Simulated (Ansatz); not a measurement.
**Al₂H (quartet): the correlation ladder, cc-pVTZ**

One table from this session's results is given with a row withheld; the runs are named, their logs left out.

Method: cc-pVTZ, core rule «outside noble gas», up to 10 orbitals frozen; program: Ansatz 0.2.0, Gaussian basis.

Plan: UHF; CCSD(T) on ROHF; CCSD(T) on UHF; BCCD(T) on ROHF; CCSDT(Q) on ROHF; CCSDT(Q) on UHF; CASSCF and MRCISD+Q, 7 electrons in 9 orbitals; CASSCF and NEVPT2, 7 electrons in 9 orbitals.

27 further runs of the same task are left out: 6 for a known fault of the program, 7 that didn't finish, 14 set aside as unsound or not needed.

**What is computed**

The geometry is a PBE0/def2-TZVP stationary point (not a proven minimum).

3 atoms, charge 0, spin multiplicity 4.

Atoms are counted from 1 here; the program's logs count them from 0.

Bond lengths: Al1–Al2 2.360 Å, Al1–H3 1.583 Å. Angles: Al2–Al1–H3 180.0°.

Set-up of the first run:

The input, in.yaml:

```yaml
crystal:
  periodic: [false, false, false]
  atoms:
    - {symbol: Al, position_ang: [0.000000, 0.000000, 0.259056]}
    - {symbol: Al, position_ang: [0.000000, 0.000000, -2.101360]}
    - {symbol: H, position_ang: [0.000000, 0.000000, 1.842303]}
basis:
  gaussian: {orbitals: cc-pVTZ}
magnetization: {spin_polarized: true, initial_magnetization: 3}
hamiltonian: {xc: hf}
output: {orbitals: {seedname: orbitals}}
```

Run with:

```sh
ansatz run in.yaml --threads 1 --pin off --events-out ev --progress --plain --max-ram 2393MiB
```

Steps of the session up to this table: UHF; CCSD(T) on ROHF; CCSD(T) on UHF; BCCD(T) on ROHF; CCSDT(Q) on ROHF; CCSDT(Q) on UHF; CASSCF and MRCISD+Q, 7 electrons in 9 orbitals; CASSCF and NEVPT2, 7 electrons in 9 orbitals.

One table of the session follows, with a row left open; its other results are not shown here.

| method | from UCCSDT(Q) (kcal/mol) |
| --- | --- |
| ROHF | +88.03 |
| UHF | +86.19 |
| RMP2 | +20.74 |
| UMP2 | +21.40 |
| RCCSD | +5.80 |
| UCCSD | ? |
| RCCSD(T) | +1.35 |
| UCCSD(T) | +1.35 |
| BCCD(T) | +1.35 |
| RCCSDT | +0.35 |
| UCCSDT | +0.31 |
| RCCSDT(Q) | +0.04 |
| UCCSDT(Q) | 0 |
| CASSCF valence | +54.15 |
| NEVPT2 valence | +16.13 |
| MRCISD valence | +3.91 |
| MRCISD+Q valence | +0.50 |

**Question.** Estimate the row for UCCSD.

**Answer.** from UCCSDT(Q) (kcal/mol): +5.68. In the column «from UCCSDT(Q) (kcal/mol)» it lies between MRCISD valence (+3.91) and RCCSD (+5.80).

Among the levels timed on like hardware and quicker than the yardstick, those that no quicker one beats, quickest first: BCCD(T) (6.5 s, +1.35 kcal/mol); MRCISD+Q valence (10 s, +0.50 kcal/mol).

With the free atoms at the same levels and basis (separate runs), the atomisation energy is 3.508 eV at UCCSDT(Q), 3.477 eV at RCCSD(T), 3.476 eV at UCCSD(T), 2.769 eV at ROHF.

Caveats from the session: Of the multireference levels listed MRCISD+Q valence comes nearest in total energy (+0.50 kcal/mol), which doesn't show that its space is the better one. Restricted and unrestricted rows rest on different reference determinants; where their highest levels disagree by more than a few hundredths of an eV, they describe different states and don't form one ladder.
